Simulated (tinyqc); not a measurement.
Worked calculation (part 2 of 3): UHF in the sto-3g basis, for BH, spin multiplicity 3. This run ends on a higher stationary point, not on the lowest solution. Computed by tinyqc, a small Python program that keeps every step (integrals from PySCF). Command: `OMP_NUM_THREADS=1 python tinyqc.py 31315 31316 out.jsonl` (the two numbers bound the seeds that draw the settings). One thread of a shared host (Intel(R) Xeon(R) Processor @ 2.60GHz), about 0.09 s of CPU time with the checks.

Geometry (angstrom):
```
atom       x       y       z
B     0.0000  0.0000  0.0000
H     0.0000  0.0000  2.3570
```

## Iteration 3: building the Fock matrix

D(alpha) after iteration 2, order 1B 1s, 1B 2s, 1B 2px, 1B 2py, 1B 2pz, 2H 1s:
$$\begin{pmatrix}
1.0766 & -0.2850 & 0.0000 & 0.0000 & 0.0386 & -0.0018 \\
-0.2850 & 1.0606 & 0.0000 & 0.0000 & -0.1381 & -0.0120 \\
0.0000 & 0.0000 & 0.9218 & -0.2685 & 0.0000 & 0.0000 \\
0.0000 & 0.0000 & -0.2685 & 0.0782 & 0.0000 & 0.0000 \\
0.0386 & -0.1381 & 0.0000 & 0.0000 & 0.1823 & 0.3519 \\
-0.0018 & -0.0120 & 0.0000 & 0.0000 & 0.3519 & 0.7473
\end{pmatrix}$$

D(beta) after iteration 2, order 1B 1s, 1B 2s, 1B 2px, 1B 2py, 1B 2pz, 2H 1s:
$$\begin{pmatrix}
1.0095 & -0.0537 & 0.0000 & 0.0000 & -0.0223 & -0.1243 \\
-0.0537 & 0.2637 & 0.0000 & 0.0000 & 0.0752 & 0.4076 \\
0.0000 & 0.0000 & 0.0000 & 0.0000 & 0.0000 & 0.0000 \\
0.0000 & 0.0000 & 0.0000 & 0.0000 & 0.0000 & 0.0000 \\
-0.0223 & 0.0752 & 0.0000 & 0.0000 & 0.0215 & 0.1166 \\
-0.1243 & 0.4076 & 0.0000 & 0.0000 & 0.1166 & 0.6320
\end{pmatrix}$$

core Hamiltonian H = T + V (hartree), order 1B 1s, 1B 2s, 1B 2px, 1B 2py, 1B 2pz, 2H 1s:
$$\begin{pmatrix}
-12.5456 & -3.2478 & 0.0000 & 0.0000 & -0.0047 & -0.0536 \\
-3.2478 & -3.6370 & 0.0000 & 0.0000 & -0.0484 & -0.2483 \\
0.0000 & 0.0000 & -2.8345 & 0.0000 & 0.0000 & 0.0000 \\
0.0000 & 0.0000 & 0.0000 & -2.8345 & 0.0000 & 0.0000 \\
-0.0047 & -0.0484 & 0.0000 & 0.0000 & -2.8570 & -0.3079 \\
-0.0536 & -0.2483 & 0.0000 & 0.0000 & -0.3079 & -1.5891
\end{pmatrix}$$

Two-electron integrals (ij|kl) in chemists' order, unique and non-zero (hartree):
```
(11|11) 2.9235     (21|11) 0.5184     (21|21) 0.1093     (22|11) 0.7442
(22|21) 0.1932     (22|22) 0.5448     (31|31) 0.0203     (32|31) 0.0300
(32|32) 0.1203     (33|11) 0.7425     (33|21) 0.1932     (33|22) 0.5447
(33|33) 0.5868     (41|41) 0.0203     (42|41) 0.0300     (42|42) 0.1203
(43|43) 0.0316     (44|11) 0.7425     (44|21) 0.1932     (44|22) 0.5447
(44|33) 0.5235     (44|44) 0.5868     (51|51) 0.0203     (52|51) 0.0300
(52|52) 0.1203     (53|53) 0.0316     (54|54) 0.0316     (55|11) 0.7425
(55|21) 0.1932     (55|22) 0.5447     (55|33) 0.5235     (55|44) 0.5235
(55|55) 0.5868     (61|11) 0.0082     (61|21) 0.0017     (61|22) 0.0031
(61|33) 0.0031     (61|44) 0.0031     (61|51) 1.51e-04   (61|52) 2.81e-04
(61|55) 0.0031     (61|61) 2.89e-05   (62|11) 0.0376     (62|21) 0.0100
(62|22) 0.0336     (62|33) 0.0325     (62|44) 0.0325     (62|51) 0.0011
(62|52) 0.0079     (62|55) 0.0357     (62|61) 1.74e-04   (62|62) 0.0040
(63|31) 0.0007     (63|32) 0.0038     (63|53) 0.0013     (63|63) 3.01e-04
(64|41) 0.0007     (64|42) 0.0038     (64|54) 0.0013     (64|64) 3.01e-04
(65|11) 0.0462     (65|21) 0.0124     (65|22) 0.0431     (65|33) 0.0413
(65|44) 0.0413     (65|51) 0.0017     (65|52) 0.0122     (65|55) 0.0469
(65|61) 2.20e-04   (65|62) 0.0058     (65|65) 0.0086     (66|11) 0.2245
(66|21) 0.0605     (66|22) 0.2241     (66|33) 0.2169     (66|44) 0.2169
(66|51) 0.0047     (66|52) 0.0478     (66|55) 0.2385     (66|61) 0.0010
(66|62) 0.0404     (66|65) 0.0634     (66|66) 0.7746
```

nuclear repulsion = 1.122565 hartree

J_ij = sum D_kl (ij|kl) with D = D(alpha) + D(beta), K_ij = sum D_kl (ik|jl) for each spin; F = H + J - K(s); E = tr D H + tr D J / 2 - 0.5 sum_s tr D(s) K(s) + E_nn.

Coulomb J (hartree), order 1B 1s, 1B 2s, 1B 2px, 1B 2py, 1B 2pz, 2H 1s:
$$\begin{pmatrix}
8.0076 & 1.5983 & 0.0000 & 0.0000 & 0.0058 & 0.0256 \\
1.5983 & 3.1741 & 0.0000 & 0.0000 & 0.0694 & 0.2194 \\
0.0000 & 0.0000 & 3.1906 & -0.0170 & 0.0000 & 0.0000 \\
0.0000 & 0.0000 & -0.0170 & 3.1372 & 0.0000 & 0.0000 \\
0.0058 & 0.0694 & 0.0000 & 0.0000 & 3.1826 & 0.2945 \\
0.0256 & 0.2194 & 0.0000 & 0.0000 & 0.2945 & 2.1433
\end{pmatrix}$$

exchange K(alpha) (hartree), order 1B 1s, 1B 2s, 1B 2px, 1B 2py, 1B 2pz, 2H 1s:
$$\begin{pmatrix}
2.9919 & 0.5555 & 0.0000 & 0.0000 & 0.0003 & 0.0106 \\
0.5555 & 0.7353 & 0.0000 & 0.0000 & -0.0626 & 0.0795 \\
0.0000 & 0.0000 & 0.6825 & -0.1490 & 0.0000 & 0.0000 \\
0.0000 & 0.0000 & -0.1490 & 0.2142 & 0.0000 & 0.0000 \\
0.0003 & -0.0626 & 0.0000 & 0.0000 & 0.3100 & 0.1453 \\
0.0106 & 0.0795 & 0.0000 & 0.0000 & 0.1453 & 0.6270
\end{pmatrix}$$

exchange K(beta) (hartree), order 1B 1s, 1B 2s, 1B 2px, 1B 2py, 1B 2pz, 2H 1s:
$$\begin{pmatrix}
2.9242 & 0.5298 & 0.0000 & 0.0000 & -0.0001 & 0.0069 \\
0.5298 & 0.2651 & 0.0000 & 0.0000 & 0.0735 & 0.1310 \\
0.0000 & 0.0000 & 0.0531 & 0.0000 & 0.0000 & 0.0000 \\
0.0000 & 0.0000 & 0.0000 & 0.0531 & 0.0000 & 0.0000 \\
-0.0001 & 0.0735 & 0.0000 & 0.0000 & 0.0874 & 0.0968 \\
0.0069 & 0.1310 & 0.0000 & 0.0000 & 0.0968 & 0.5391
\end{pmatrix}$$

F(alpha) (hartree), order 1B 1s, 1B 2s, 1B 2px, 1B 2py, 1B 2pz, 2H 1s:
$$\begin{pmatrix}
-7.5299 & -2.2050 & 0.0000 & 0.0000 & 0.0008 & -0.0386 \\
-2.2050 & -1.1982 & 0.0000 & 0.0000 & 0.0836 & -0.1083 \\
0.0000 & 0.0000 & -0.3265 & 0.1321 & 0.0000 & 0.0000 \\
0.0000 & 0.0000 & 0.1321 & 0.0885 & 0.0000 & 0.0000 \\
0.0008 & 0.0836 & 0.0000 & 0.0000 & 0.0155 & -0.1586 \\
-0.0386 & -0.1083 & 0.0000 & 0.0000 & -0.1586 & -0.0728
\end{pmatrix}$$

F(beta) (hartree), order 1B 1s, 1B 2s, 1B 2px, 1B 2py, 1B 2pz, 2H 1s:
$$\begin{pmatrix}
-7.4622 & -2.1793 & 0.0000 & 0.0000 & 0.0012 & -0.0349 \\
-2.1793 & -0.7279 & 0.0000 & 0.0000 & -0.0525 & -0.1599 \\
0.0000 & 0.0000 & 0.3030 & -0.0170 & 0.0000 & 0.0000 \\
0.0000 & 0.0000 & -0.0170 & 0.2496 & 0.0000 & 0.0000 \\
0.0012 & -0.0525 & 0.0000 & 0.0000 & 0.2381 & -0.1101 \\
-0.0349 & -0.1599 & 0.0000 & 0.0000 & -0.1101 & 0.0150
\end{pmatrix}$$

total energy of this density = -24.458346 hartree

## Iteration 3: DIIS over 3 matrices

error matrix X^T (FDS - SDF) X (alpha):
$$\begin{pmatrix}
0.0000 & -0.0207 & 0.0000 & 0.0000 & -0.0274 & -0.0036 \\
0.0207 & 0.0000 & 0.0000 & 0.0000 & -0.0550 & -0.0062 \\
0.0000 & 0.0000 & 0.0000 & 0.0000 & 0.0000 & 0.0000 \\
0.0000 & 0.0000 & 0.0000 & 0.0000 & 0.0000 & 0.0000 \\
0.0274 & 0.0550 & 0.0000 & 0.0000 & 0.0000 & 0.0013 \\
0.0036 & 0.0062 & 0.0000 & 0.0000 & -0.0013 & 0.0000
\end{pmatrix}$$

B (overlaps of the stored error matrices):
$$\begin{pmatrix}
4.3336507e-02 & -3.9884572e-02 & -2.6481937e-02 \\
-3.9884572e-02 & 7.5808018e-02 & 5.1572429e-02 \\
-2.6481937e-02 & 5.1572429e-02 & 3.7777153e-02
\end{pmatrix}$$

Minimise |sum c_i e_i|^2 with sum c_i = 1: solve [B -1; -1 0][c; lambda] = [0; -1] with B_ij = tr e_i^T e_j summed over both spins, and take F = sum c_i F_i.

DIIS coefficients: [0.4479, -0.1544, 0.7065]

extrapolated F(alpha) (hartree), order 1B 1s, 1B 2s, 1B 2px, 1B 2py, 1B 2pz, 2H 1s:
$$\begin{pmatrix}
-7.1524 & -2.1201 & 0.0000 & 0.0000 & 0.0048 & -0.0371 \\
-2.1201 & -1.0133 & 0.0000 & 0.0000 & 0.0537 & -0.0958 \\
0.0000 & 0.0000 & -0.1105 & 0.1321 & 0.0000 & 0.0000 \\
0.0000 & 0.0000 & 0.1321 & 0.3045 & 0.0000 & 0.0000 \\
0.0048 & 0.0537 & 0.0000 & 0.0000 & 0.0395 & -0.1298 \\
-0.0371 & -0.0958 & 0.0000 & 0.0000 & -0.1298 & -0.1548
\end{pmatrix}$$

extrapolated F(beta) (hartree), order 1B 1s, 1B 2s, 1B 2px, 1B 2py, 1B 2pz, 2H 1s:
$$\begin{pmatrix}
-7.0980 & -2.0785 & 0.0000 & 0.0000 & 0.0014 & -0.0340 \\
-2.0785 & -0.6472 & 0.0000 & 0.0000 & -0.1076 & -0.1274 \\
0.0000 & 0.0000 & 0.4943 & -0.0170 & 0.0000 & 0.0000 \\
0.0000 & 0.0000 & -0.0170 & 0.4410 & 0.0000 & 0.0000 \\
0.0014 & -0.1076 & 0.0000 & 0.0000 & 0.4311 & -0.0881 \\
-0.0340 & -0.1274 & 0.0000 & 0.0000 & -0.0881 & -0.0935
\end{pmatrix}$$

## Iteration 3: diagonalisation and new density

X, order 1B 1s, 1B 2s, 1B 2px, 1B 2py, 1B 2pz, 2H 1s:
$$\begin{pmatrix}
-0.7745 & 0.2883 & 0.0000 & 0.0000 & -0.2591 & 0.5733 \\
0.8277 & -0.1169 & 0.0000 & 0.0000 & -0.1223 & 0.6115 \\
0.0000 & 0.0000 & 0.9115 & -0.4113 & 0.0000 & 0.0000 \\
0.0000 & 0.0000 & 0.4113 & 0.9115 & 0.0000 & 0.0000 \\
0.1375 & 0.7396 & 0.0000 & 0.0000 & 0.6623 & 0.1082 \\
-0.3112 & -0.7017 & 0.0000 & 0.0000 & 0.6121 & 0.2477
\end{pmatrix}$$

Diagonalise F' = X^T F X, C = X C', fill 4 alpha and 2 beta electrons from the bottom; D(s) = C_occ C_occ^T. Each column has its largest component positive (the first on a tie).

F' = X^T F X (alpha) (hartree):
$$\begin{pmatrix}
-2.2266 & 1.0745 & 0.0000 & 0.0000 & -1.0415 & 2.6948 \\
1.0745 & -0.3932 & 0.0000 & 0.0000 & 0.5940 & -1.2432 \\
0.0000 & 0.0000 & 0.0587 & 0.2429 & 0.0000 & 0.0000 \\
0.0000 & 0.0000 & 0.2429 & 0.1353 & 0.0000 & 0.0000 \\
-1.0415 & 0.5940 & 0.0000 & 0.0000 & -0.7597 & 1.5512 \\
2.6948 & -1.2432 & 0.0000 & 0.0000 & 1.5512 & -4.2638
\end{pmatrix}$$

orbital energies (alpha) (hartree): MO1 -7.1585, MO2 -0.4269, MO3 -0.1934, MO4 -0.1489, MO5 0.1354, MO6 0.3429

coefficients C (alpha), order 1B 1s, 1B 2s, 1B 2px, 1B 2py, 1B 2pz, 2H 1s:
$$\begin{pmatrix}
0.9912 & -0.3019 & 0.0470 & 0.0000 & -0.0538 & 0.0000 \\
0.0311 & 1.0099 & -0.1721 & 0.0000 & 0.1929 & 0.0000 \\
0.0000 & 0.0000 & 0.0000 & 0.9601 & 0.0000 & 0.2796 \\
0.0000 & 0.0000 & 0.0000 & -0.2796 & 0.0000 & 0.9601 \\
-0.0007 & -0.0892 & 0.4243 & 0.0000 & 0.9101 & 0.0000 \\
-0.0016 & 0.1478 & 0.8528 & 0.0000 & -0.5255 & 0.0000
\end{pmatrix}$$

F' = X^T F X (beta) (hartree):
$$\begin{pmatrix}
-2.0049 & 1.0045 & 0.0000 & 0.0000 & -1.1560 & 2.8276 \\
1.0045 & -0.1654 & 0.0000 & 0.0000 & 0.7877 & -1.2897 \\
0.0000 & 0.0000 & 0.4726 & -0.0312 & 0.0000 & 0.0000 \\
0.0000 & 0.0000 & -0.0312 & 0.4627 & 0.0000 & 0.0000 \\
-1.1560 & 0.7877 & 0.0000 & 0.0000 & -0.4884 & 1.4789 \\
2.8276 & -1.2897 & 0.0000 & 0.0000 & 1.4789 & -4.0997
\end{pmatrix}$$

orbital energies (beta) (hartree): MO1 -7.1023, MO2 -0.1971, MO3 0.0613, MO4 0.4360, MO5 0.4797, MO6 0.4993

coefficients C (beta), order 1B 1s, 1B 2s, 1B 2px, 1B 2py, 1B 2pz, 2H 1s:
$$\begin{pmatrix}
0.9928 & -0.1858 & -0.2377 & 0.0000 & 0.0448 & 0.0000 \\
0.0256 & 0.6217 & 0.8235 & 0.0000 & -0.1498 & 0.0000 \\
0.0000 & 0.0000 & 0.0000 & 0.2796 & 0.0000 & 0.9601 \\
0.0000 & 0.0000 & 0.0000 & 0.9601 & 0.0000 & -0.2796 \\
0.0003 & 0.1780 & 0.0610 & 0.0000 & 0.9904 & 0.0000 \\
-0.0015 & 0.7066 & -0.6926 & 0.0000 & -0.2151 & 0.0000
\end{pmatrix}$$

D(alpha) after iteration 3, order 1B 1s, 1B 2s, 1B 2px, 1B 2py, 1B 2pz, 2H 1s:
$$\begin{pmatrix}
1.0758 & -0.2822 & 0.0000 & 0.0000 & 0.0461 & -0.0061 \\
-0.2822 & 1.0505 & 0.0000 & 0.0000 & -0.1631 & 0.0024 \\
0.0000 & 0.0000 & 0.9218 & -0.2685 & 0.0000 & 0.0000 \\
0.0000 & 0.0000 & -0.2685 & 0.0782 & 0.0000 & 0.0000 \\
0.0461 & -0.1631 & 0.0000 & 0.0000 & 0.1880 & 0.3487 \\
-0.0061 & 0.0024 & 0.0000 & 0.0000 & 0.3487 & 0.7491
\end{pmatrix}$$

D(beta) after iteration 3, order 1B 1s, 1B 2s, 1B 2px, 1B 2py, 1B 2pz, 2H 1s:
$$\begin{pmatrix}
1.0202 & -0.0901 & 0.0000 & 0.0000 & -0.0327 & -0.1328 \\
-0.0901 & 0.3871 & 0.0000 & 0.0000 & 0.1106 & 0.4392 \\
0.0000 & 0.0000 & 0.0000 & 0.0000 & 0.0000 & 0.0000 \\
0.0000 & 0.0000 & 0.0000 & 0.0000 & 0.0000 & 0.0000 \\
-0.0327 & 0.1106 & 0.0000 & 0.0000 & 0.0317 & 0.1257 \\
-0.1328 & 0.4392 & 0.0000 & 0.0000 & 0.1257 & 0.4993
\end{pmatrix}$$

## Iteration 4: building the Fock matrix

As before.

Coulomb J (hartree), order 1B 1s, 1B 2s, 1B 2px, 1B 2py, 1B 2pz, 2H 1s:
$$\begin{pmatrix}
8.0724 & 1.6142 & 0.0000 & 0.0000 & 0.0058 & 0.0259 \\
1.6142 & 3.2132 & 0.0000 & 0.0000 & 0.0663 & 0.2188 \\
0.0000 & 0.0000 & 3.2301 & -0.0170 & 0.0000 & 0.0000 \\
0.0000 & 0.0000 & -0.0170 & 3.1767 & 0.0000 & 0.0000 \\
0.0058 & 0.0663 & 0.0000 & 0.0000 & 3.2206 & 0.2924 \\
0.0259 & 0.2188 & 0.0000 & 0.0000 & 0.2924 & 2.0747
\end{pmatrix}$$

exchange K(alpha) (hartree), order 1B 1s, 1B 2s, 1B 2px, 1B 2py, 1B 2pz, 2H 1s:
$$\begin{pmatrix}
2.9915 & 0.5558 & 0.0000 & 0.0000 & 0.0004 & 0.0105 \\
0.5558 & 0.7324 & 0.0000 & 0.0000 & -0.0771 & 0.0810 \\
0.0000 & 0.0000 & 0.6818 & -0.1490 & 0.0000 & 0.0000 \\
0.0000 & 0.0000 & -0.1490 & 0.2134 & 0.0000 & 0.0000 \\
0.0004 & -0.0771 & 0.0000 & 0.0000 & 0.3124 & 0.1444 \\
0.0105 & 0.0810 & 0.0000 & 0.0000 & 0.1444 & 0.6289
\end{pmatrix}$$

exchange K(beta) (hartree), order 1B 1s, 1B 2s, 1B 2px, 1B 2py, 1B 2pz, 2H 1s:
$$\begin{pmatrix}
2.9315 & 0.5285 & 0.0000 & 0.0000 & -0.0001 & 0.0067 \\
0.5285 & 0.3222 & 0.0000 & 0.0000 & 0.0958 & 0.1383 \\
0.0000 & 0.0000 & 0.0665 & 0.0000 & 0.0000 & 0.0000 \\
0.0000 & 0.0000 & 0.0000 & 0.0665 & 0.0000 & 0.0000 \\
-0.0001 & 0.0958 & 0.0000 & 0.0000 & 0.1067 & 0.0953 \\
0.0067 & 0.1383 & 0.0000 & 0.0000 & 0.0953 & 0.4410
\end{pmatrix}$$

F(alpha) (hartree), order 1B 1s, 1B 2s, 1B 2px, 1B 2py, 1B 2pz, 2H 1s:
$$\begin{pmatrix}
-7.4647 & -2.1894 & 0.0000 & 0.0000 & 0.0007 & -0.0382 \\
-2.1894 & -1.1562 & 0.0000 & 0.0000 & 0.0950 & -0.1105 \\
0.0000 & 0.0000 & -0.2862 & 0.1321 & 0.0000 & 0.0000 \\
0.0000 & 0.0000 & 0.1321 & 0.1288 & 0.0000 & 0.0000 \\
0.0007 & 0.0950 & 0.0000 & 0.0000 & 0.0512 & -0.1599 \\
-0.0382 & -0.1105 & 0.0000 & 0.0000 & -0.1599 & -0.1433
\end{pmatrix}$$

F(beta) (hartree), order 1B 1s, 1B 2s, 1B 2px, 1B 2py, 1B 2pz, 2H 1s:
$$\begin{pmatrix}
-7.4047 & -2.1621 & 0.0000 & 0.0000 & 0.0012 & -0.0344 \\
-2.1621 & -0.7460 & 0.0000 & 0.0000 & -0.0779 & -0.1678 \\
0.0000 & 0.0000 & 0.3291 & -0.0170 & 0.0000 & 0.0000 \\
0.0000 & 0.0000 & -0.0170 & 0.2757 & 0.0000 & 0.0000 \\
0.0012 & -0.0779 & 0.0000 & 0.0000 & 0.2568 & -0.1108 \\
-0.0344 & -0.1678 & 0.0000 & 0.0000 & -0.1108 & 0.0446
\end{pmatrix}$$

total energy of this density = -24.489822 hartree

## Iteration 4: DIIS over 4 matrices

error matrix X^T (FDS - SDF) X (alpha):
$$\begin{pmatrix}
0.0000 & -0.0126 & 0.0000 & 0.0000 & -0.0109 & 0.0004 \\
0.0126 & 0.0000 & 0.0000 & 0.0000 & -0.0165 & 0.0037 \\
0.0000 & 0.0000 & 0.0000 & 0.0000 & 0.0000 & 0.0000 \\
0.0000 & 0.0000 & 0.0000 & 0.0000 & 0.0000 & 0.0000 \\
0.0109 & 0.0165 & 0.0000 & 0.0000 & 0.0000 & 0.0026 \\
-0.0004 & -0.0037 & 0.0000 & 0.0000 & -0.0026 & 0.0000
\end{pmatrix}$$

B (overlaps of the stored error matrices):
$$\begin{pmatrix}
4.3336507e-02 & -3.9884572e-02 & -2.6481937e-02 & -1.8425666e-02 \\
-3.9884572e-02 & 7.5808018e-02 & 5.1572429e-02 & 3.7571463e-02 \\
-2.6481937e-02 & 5.1572429e-02 & 3.7777153e-02 & 2.9989017e-02 \\
-1.8425666e-02 & 3.7571463e-02 & 2.9989017e-02 & 2.6280408e-02
\end{pmatrix}$$

As before.

DIIS coefficients: [0.4441, -0.5844, 1.8461, -0.7059]

extrapolated F(alpha) (hartree), order 1B 1s, 1B 2s, 1B 2px, 1B 2py, 1B 2pz, 2H 1s:
$$\begin{pmatrix}
-7.1175 & -2.1125 & 0.0000 & 0.0000 & 0.0049 & -0.0373 \\
-2.1125 & -0.9986 & 0.0000 & 0.0000 & 0.0478 & -0.1000 \\
0.0000 & 0.0000 & -0.0902 & 0.1321 & 0.0000 & 0.0000 \\
0.0000 & 0.0000 & 0.1321 & 0.3247 & 0.0000 & 0.0000 \\
0.0049 & 0.0478 & 0.0000 & 0.0000 & 0.0273 & -0.1477 \\
-0.0373 & -0.1000 & 0.0000 & 0.0000 & -0.1477 & -0.1499
\end{pmatrix}$$

extrapolated F(beta) (hartree), order 1B 1s, 1B 2s, 1B 2px, 1B 2py, 1B 2pz, 2H 1s:
$$\begin{pmatrix}
-7.0625 & -2.0690 & 0.0000 & 0.0000 & 0.0017 & -0.0336 \\
-2.0690 & -0.6303 & 0.0000 & 0.0000 & -0.1121 & -0.1424 \\
0.0000 & 0.0000 & 0.5156 & -0.0170 & 0.0000 & 0.0000 \\
0.0000 & 0.0000 & -0.0170 & 0.4623 & 0.0000 & 0.0000 \\
0.0017 & -0.1121 & 0.0000 & 0.0000 & 0.4526 & -0.0954 \\
-0.0336 & -0.1424 & 0.0000 & 0.0000 & -0.0954 & -0.1266
\end{pmatrix}$$

## Iteration 4: diagonalisation and new density

As before.

F' = X^T F X (alpha) (hartree):
$$\begin{pmatrix}
-2.2029 & 1.0721 & 0.0000 & 0.0000 & -1.0421 & 2.6852 \\
1.0721 & -0.3758 & 0.0000 & 0.0000 & 0.5845 & -1.2419 \\
0.0000 & 0.0000 & 0.0790 & 0.2429 & 0.0000 & 0.0000 \\
0.0000 & 0.0000 & 0.2429 & 0.1555 & 0.0000 & 0.0000 \\
-1.0421 & 0.5845 & 0.0000 & 0.0000 & -0.7732 & 1.5352 \\
2.6852 & -1.2419 & 0.0000 & 0.0000 & 1.5352 & -4.2444
\end{pmatrix}$$

orbital energies (alpha) (hartree): MO1 -7.1237, MO2 -0.4133, MO3 -0.2033, MO4 -0.1287, MO5 0.1440, MO6 0.3632

coefficients C (alpha), order 1B 1s, 1B 2s, 1B 2px, 1B 2py, 1B 2pz, 2H 1s:
$$\begin{pmatrix}
0.9911 & -0.3009 & 0.0545 & 0.0000 & -0.0546 & 0.0000 \\
0.0315 & 1.0048 & -0.1967 & 0.0000 & 0.1962 & 0.0000 \\
0.0000 & 0.0000 & 0.0000 & 0.9601 & 0.0000 & 0.2796 \\
0.0000 & 0.0000 & 0.0000 & -0.2796 & 0.0000 & 0.9601 \\
-0.0007 & -0.0682 & 0.4733 & 0.0000 & 0.8875 & 0.0000 \\
-0.0015 & 0.1731 & 0.8191 & 0.0000 & -0.5695 & 0.0000
\end{pmatrix}$$

F' = X^T F X (beta) (hartree):
$$\begin{pmatrix}
-1.9795 & 1.0009 & 0.0000 & 0.0000 & -1.1535 & 2.8221 \\
1.0009 & -0.1614 & 0.0000 & 0.0000 & 0.8108 & -1.2724 \\
0.0000 & 0.0000 & 0.4939 & -0.0312 & 0.0000 & 0.0000 \\
0.0000 & 0.0000 & -0.0312 & 0.4840 & 0.0000 & 0.0000 \\
-1.1535 & 0.8108 & 0.0000 & 0.0000 & -0.4913 & 1.4583 \\
2.8221 & -1.2724 & 0.0000 & 0.0000 & 1.4583 & -4.0822
\end{pmatrix}$$

orbital energies (beta) (hartree): MO1 -7.0668, MO2 -0.2251, MO3 0.0742, MO4 0.4573, MO5 0.5032, MO6 0.5206

coefficients C (beta), order 1B 1s, 1B 2s, 1B 2px, 1B 2py, 1B 2pz, 2H 1s:
$$\begin{pmatrix}
0.9928 & -0.1687 & -0.2501 & 0.0000 & 0.0455 & 0.0000 \\
0.0257 & 0.5622 & 0.8648 & 0.0000 & -0.1521 & 0.0000 \\
0.0000 & 0.0000 & 0.0000 & 0.2796 & 0.0000 & 0.9601 \\
0.0000 & 0.0000 & 0.0000 & 0.9601 & 0.0000 & -0.2796 \\
0.0003 & 0.1680 & 0.0795 & 0.0000 & 0.9909 & 0.0000 \\
-0.0015 & 0.7553 & -0.6417 & 0.0000 & -0.2074 & 0.0000
\end{pmatrix}$$

D(alpha) after iteration 4, order 1B 1s, 1B 2s, 1B 2px, 1B 2py, 1B 2pz, 2H 1s:
$$\begin{pmatrix}
1.0757 & -0.2818 & 0.0000 & 0.0000 & 0.0456 & -0.0089 \\
-0.2818 & 1.0493 & 0.0000 & 0.0000 & -0.1616 & 0.0128 \\
0.0000 & 0.0000 & 0.9218 & -0.2685 & 0.0000 & 0.0000 \\
0.0000 & 0.0000 & -0.2685 & 0.0782 & 0.0000 & 0.0000 \\
0.0456 & -0.1616 & 0.0000 & 0.0000 & 0.2287 & 0.3759 \\
-0.0089 & 0.0128 & 0.0000 & 0.0000 & 0.3759 & 0.7009
\end{pmatrix}$$

D(beta) after iteration 4, order 1B 1s, 1B 2s, 1B 2px, 1B 2py, 1B 2pz, 2H 1s:
$$\begin{pmatrix}
1.0141 & -0.0693 & 0.0000 & 0.0000 & -0.0280 & -0.1289 \\
-0.0693 & 0.3167 & 0.0000 & 0.0000 & 0.0945 & 0.4245 \\
0.0000 & 0.0000 & 0.0000 & 0.0000 & 0.0000 & 0.0000 \\
0.0000 & 0.0000 & 0.0000 & 0.0000 & 0.0000 & 0.0000 \\
-0.0280 & 0.0945 & 0.0000 & 0.0000 & 0.0282 & 0.1269 \\
-0.1289 & 0.4245 & 0.0000 & 0.0000 & 0.1269 & 0.5704
\end{pmatrix}$$
